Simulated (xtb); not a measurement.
Harmonic IR lines of one isomer of C4H8, unscaled. Method: GFN2-xTB (xtb).

```csv
wavenumber (cm⁻¹),relative intensity
428,3.1
868,5.1
893,46
1072,15
1082,10
1281,33
1401,14
1427,16
1487,12
1492,12
1739,45
2997,100
3017,95
3048,95
3101,36
3124,93
```

Q: Say which structure gives these lines.
(A) `C=C(C)C`
(B) `C=CCC`
(C) `C/C=C/C`

A: A, `C=C(C)C`
